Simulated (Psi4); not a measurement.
# C3H2O (SMILES C#CC=O): levels of theory compared

Aim: a comparison of 4 runs (HF/STO-3G, HF/3-21G, B3LYP/6-311+G**, HSE06/6-311+G**) of C3H2O. 

The results are computed with Psi4 1.11.

2 further runs of the same task are left out: 1 that didn't finish, 1 set aside as unsound or not needed.

### Step 1. The structure to begin with

The species is C3H2O (6 atoms), meant as a singlet with charge 0. SMILES: `C#CC=O`. The C3–O4 distance was set to 2.645 Å, away from the relaxed value. At this shape a bond of the SMILES string is far longer than usual.

Bond lengths: C1–C2 1.202 Å, C2–C3 1.444 Å, C1–H5 1.066 Å, C3–H6 1.106 Å. Angles: C1–C2–C3 177.4°, C2–C1–H5 178.9°, C2–C3–H6 114.4°.

### Step 2. Energy and gradient at HF/STO-3G (run 1)

c3h2o.xyz

```xyz
6
C3H2O
C      0.348168     2.310279    -1.217797
C      0.614068     1.447579    -0.424597
C      0.983068     0.447079     0.548403
O     -0.319100    -1.829900     0.889400
H      0.096968     3.064379    -1.927497
H      1.870268     0.706279     1.156003
```

job.py

```python
import psi4

psi4.set_memory(1600000000)
psi4.set_num_threads(1)
psi4.core.set_output_file('output.dat', False)

with open('c3h2o.xyz') as f:
    atoms = ''.join(f.readlines()[2:])
geom = psi4.geometry('0 1\n' + atoms + 'symmetry c1\nno_reorient\nno_com')

options = {'basis': 'STO-3G', 'puream': True, 'e_convergence': 1e-09, 'd_convergence': 1e-08, 'scf_type': 'pk'}
psi4.set_options(options)

energy_value, wavefunction = psi4.gradient('scf', return_wfn=True)
print('gradient / Eh bohr^-1')
print(energy_value.np.round(6))
print(f'energy = {wavefunction.energy():.10f} Eh')
```

Launch:

```console
python job.py
```

output.dat:

```text
[...]
  Running in c1 symmetry.
[...]
  Nuclear repulsion =   70.914948251721398
[...]
  Multiplicity = 1
[...]
  Nalpha       = 14
  Nbeta        = 14
[...]
    Number of basis functions: 22
[...]
   @RHF iter   1:  -185.30949044563147   -1.50220e+00   2.44348e-02 ADIIS/DIIS
[...]
   @RHF iter  25:  -186.79091478629294   -8.24230e-13   9.96618e-09 DIIS
[...]
    Orbital Energies [Eh]
    ---------------------
    Doubly Occupied:
       1A    -20.234138     2A    -11.037344     3A    -11.036342
       4A    -11.024141     5A     -1.077614     6A     -1.003578
       7A     -0.862656     8A     -0.682543     9A     -0.568554
      10A     -0.415899    11A     -0.385947    12A     -0.364167
      13A     -0.364040    14A     -0.282689
[...]
  @RHF Final Energy:  -186.79091478629294
   => Energetics <=
    Nuclear Repulsion Energy =             70.9149482517213983
    One-Electron Energy =                -396.7324234881461962
    Two-Electron Energy =                 139.0265604501318535
    Total Energy =                       -186.7909147862929444
[...]
 Multipole Moments:
 ------------------------------------------------------------------------------------
     Multipole            Electronic (a.u.)      Nuclear  (a.u.)        Total (a.u.)
 ------------------------------------------------------------------------------------
 L = 1.  Multiply by 2.5417464519 to convert [e a0] to [Debye]
 Dipole X            :        -20.6429673           20.9499952            0.3070278
 Dipole Y            :        -26.3050115           27.1385081            0.8334966
 Dipole Z            :          0.1430737           -0.4161933           -0.2731196
 Magnitude           :                                                    0.9292884
[...]
  -Total Gradient:
     Atom            X                  Y                   Z
    ------   -----------------  -----------------  -----------------
       1       -0.005795058401     0.035177224362    -0.027934451819
       2       -0.016919390898    -0.030364167767     0.004932854156
       3        0.031417419811     0.021244766227     0.013673037651
       4       -0.005827838439    -0.010223222334     0.001547500296
       5        0.001997452944    -0.000775668072     0.002255168655
       6       -0.004872585018    -0.015058932415     0.005525891060
[...]
```

On the terminal:

```text
gradient / Eh bohr^-1
[[-0.005795  0.035177 -0.027934]
 [-0.016919 -0.030364  0.004933]
 [ 0.031417  0.021245  0.013673]
 [-0.005828 -0.010223  0.001548]
 [ 0.001997 -0.000776  0.002255]
 [-0.004873 -0.015059  0.005526]]
energy = -186.7909147863 Eh
```

Run time: 0.86 s. Hardware: 1 thread of AMD EPYC 9R45 (Zen 5), shared host; peak memory 0.18 GiB.

### Step 3. Energy and forces at HF/3-21G (run 2)

c3h2o.dat

```
memory 1.6 GB

molecule molecule1 {
  0 1
  C      0.348168     2.310279    -1.217797
  C      0.614068     1.447579    -0.424597
  C      0.983068     0.447079     0.548403
  O     -0.319100    -1.829900     0.889400
  H      0.096968     3.064379    -1.927497
  H      1.870268     0.706279     1.156003
  symmetry c1
}

set basis 3-21G
set reference rhf
set puream true
set e_convergence 1e-09
set d_convergence 1e-08
set scf_type pk

e_tot, wfn = gradient('hf', return_wfn=True)
```

Launch:

```console
psi4 -n 1 c3h2o.dat c3h2o.out
```

c3h2o.out:

```text
[...]
  Running in c1 symmetry.
[...]
  Nuclear repulsion =   70.914948251721398
[...]
  Multiplicity = 1
[...]
  Nalpha       = 14
  Nbeta        = 14
[...]
    Number of basis functions: 40
[...]
   @RHF iter   1:  -187.23148334944881   -9.00130e-01   2.35702e-02 ADIIS/DIIS
[...]
   @RHF iter  19:  -188.21007125027518   -4.83169e-12   7.10012e-09 DIIS
[...]
    Orbital Energies [Eh]
    ---------------------
    Doubly Occupied:
       1A    -20.500312     2A    -11.268510     3A    -11.232717
       4A    -11.222448     5A     -1.160522     6A     -1.089095
       7A     -0.945173     8A     -0.753073     9A     -0.649869
      10A     -0.487702    11A     -0.486281    12A     -0.485828
      13A     -0.458030    14A     -0.361322
[...]
  @RHF Final Energy:  -188.21007125027518
   => Energetics <=
    Nuclear Repulsion Energy =             70.9149482517213983
    One-Electron Energy =                -396.0482769228816551
    Two-Electron Energy =                 136.9232574208850792
    Total Energy =                       -188.2100712502751776
[...]
 Multipole Moments:
 ------------------------------------------------------------------------------------
     Multipole            Electronic (a.u.)      Nuclear  (a.u.)        Total (a.u.)
 ------------------------------------------------------------------------------------
 L = 1.  Multiply by 2.5417464519 to convert [e a0] to [Debye]
 Dipole X            :         -0.6497427            1.1388884            0.4891456
 Dipole Y            :         -1.3652608            2.6563397            1.2910789
 Dipole Z            :          0.3189447           -0.7301314           -0.4111867
 Magnitude           :                                                    1.4405633
[...]
  -Total Gradient:
     Atom            X                  Y                   Z
    ------   -----------------  -----------------  -----------------
       1        0.007294827690    -0.004980556983     0.009611002591
       2       -0.025572867984     0.022152768061    -0.036765470567
       3        0.019052973197    -0.008806725974     0.022387881740
       4       -0.008444900371    -0.014558293077     0.002076194762
       5       -0.002069665160     0.008513480642    -0.007338200183
       6        0.009739632629    -0.002320672669     0.010028591657
[...]
```

Run time: 0.9 s. Hardware: 1 thread of AMD EPYC 9R45 (Zen 5), shared host; peak memory 0.18 GiB.

Run 3 isn't shown in full; the table further down has it.

### Step 4. Energy and forces at HSE06/6-311+G(d,p) (run 4)

input.inp

```
memory 1600 mb

molecule m {
  C      0.348168     2.310279    -1.217797
  C      0.614068     1.447579    -0.424597
  C      0.983068     0.447079     0.548403
  O     -0.319100    -1.829900     0.889400
  H      0.096968     3.064379    -1.927497
  H      1.870268     0.706279     1.156003
  units angstrom
  symmetry c1
  no_reorient
  no_com
}

set basis 6-311+G**
set puream true
set e_convergence 1e-09
set d_convergence 1e-08
set scf_type pk
set dft_radial_points 99
set dft_spherical_points 590

e_tot, wfn = gradient('hse06', return_wfn=True)
oeprop(wfn, 'MULLIKEN_CHARGES', 'QUADRUPOLE', 'DIPOLE', title='HSE06')
print_variables()
```

Launch:

```console
psi4 -i input.inp -o input.out -n 1
```

input.out:

```text
[...]
  Running in c1 symmetry.
[...]
  Nuclear repulsion =   70.914948251721398
[...]
  Multiplicity = 1
[...]
  Nalpha       = 14
  Nbeta        = 14
[...]
    Number of basis functions: 100
[...]
   @RKS iter   1:  -189.91711048275010   -9.09224e-01   6.79348e-03 DIIS/ADIIS
[...]
   @RKS iter  19:  -190.15482572498610   -4.75495e-11   7.45073e-09 DIIS
[...]
    Orbital Energies [Eh]
    ---------------------
    Doubly Occupied:
       1A    -19.213312     2A    -10.358565     3A    -10.300301
       4A    -10.290191     5A     -0.857863     6A     -0.848130
       7A     -0.749824     8A     -0.599959     9A     -0.516405
      10A     -0.383879    11A     -0.383084    12A     -0.284830
      13A     -0.258710    14A     -0.258538
[...]
  @RKS Final Energy:  -190.15482572498610
   => Energetics <=
    Nuclear Repulsion Energy =             70.9149482517213983
    One-Electron Energy =                -397.5277666669365999
    Two-Electron Energy =                 155.8491634524507958
    DFT Exchange-Correlation Energy =     -19.3911707622216944
    Empirical Dispersion Energy =           0.0000000000000000
    VV10 Nonlocal Energy =                  0.0000000000000000
    Total Energy =                       -190.1548257249860967
[...]
  -Total Gradient:
     Atom            X                  Y                   Z
    ------   -----------------  -----------------  -----------------
       1        0.010371907050    -0.023320168590     0.024222485765
       2       -0.031117487729     0.068730884467    -0.071884832081
       3        0.033862330629    -0.013602456330     0.038456376656
       4       -0.020143155509    -0.035378045739     0.005376207216
       5        0.000998479576     0.000260477596     0.000706847241
       6        0.006031417654     0.003323065523     0.003117026636
[...]
 Multipole Moments:
 ------------------------------------------------------------------------------------
     Multipole            Electronic (a.u.)      Nuclear  (a.u.)        Total (a.u.)
 ------------------------------------------------------------------------------------
 L = 1.  Multiply by 2.5417464519 to convert [e a0] to [Debye]
 Dipole X            :        -20.0989759           20.9499952            0.8510193
 Dipole Y            :        -24.7074479           27.1385081            2.4310602
 Dipole Z            :         -0.4194231           -0.4161933           -0.8356163
 Magnitude           :                                                    2.7078667
 L = 2.  Multiply by 1.3450342976 to convert [e a0^2] to [Debye ang]
 Quadrupole XX       :        -62.4480760           46.8175263          -15.6305497
 Quadrupole XY       :        -67.5147253           68.1579281            0.6432027
[...]
  Mulliken Charges: (a.u.)
   Center  Symbol    Alpha    Beta     Spin     Total
       1     C     3.58344  3.58344  0.00000 -1.16688
       2     C     2.41384  2.41384  0.00000  1.17231
       3     C     3.08067  3.08067  0.00000 -0.16134
       4     O     4.12687  4.12687  0.00000 -0.25374
       5     H     0.40268  0.40268  0.00000  0.19465
       6     H     0.39250  0.39250  0.00000  0.21500
   Total alpha = 14.00000, Total beta = 14.00000, Total charge = -0.00000
  Variable Map:
  ----------------------------------------------------------------------------
[...]
```

Run time: 30 s. Hardware: 1 thread of AMD EPYC 9R45 (Zen 5), shared host; peak memory 0.89 GiB.

### Step 5. Overview of the runs

```csv
run,level,integration grid,energy (Eh),dipole moment (D),HOMO energy (eV),LUMO energy (eV),wall time
1,HF/STO-3G,–,-186.790915,2.36,-7.69,4.43,0.86 s
2,HF/3-21G,–,-188.210071,3.66,-9.83,0.58,0.9 s
3,B3LYP/6-311+G**,99 radial × 590 angular,-190.383470,6.99,-7.14,-5.22,16 s
4,HSE06/6-311+G**,99 radial × 590 angular,-190.154826,6.88,-7.04,-5.37,30 s
```

### Step 6. Summary of results

| quantity | value |
| --- | --- |
| run 4: total energy | -190.15483 Eh |
| run 4: dipole moment | 6.88 D |
| run 4: HOMO energy | -7.04 eV |
| run 4: LUMO energy | -5.37 eV |
| run 4: HOMO–LUMO gap | 1.67 eV |
| run 4: largest force on an atom | 5.359 eV/Å |

**Reading.** The dipole moment (its size) runs from 2.36 D (HF/STO-3G) to 6.99 D (B3LYP/6-311+G**). The two ends differ in method and basis. The HOMO–LUMO gap runs from 1.67 eV (HSE06/6-311+G**) to 12.12 eV (HF/STO-3G). Totals of different functionals can't be ranked against each other. In run 1 the basis is minimal, so the values are rough. In runs 1, 2, 3, 4 a closed-shell determinant meets a far-stretched bond, which it describes badly. All runs together took 48 s, the longest 30 s.
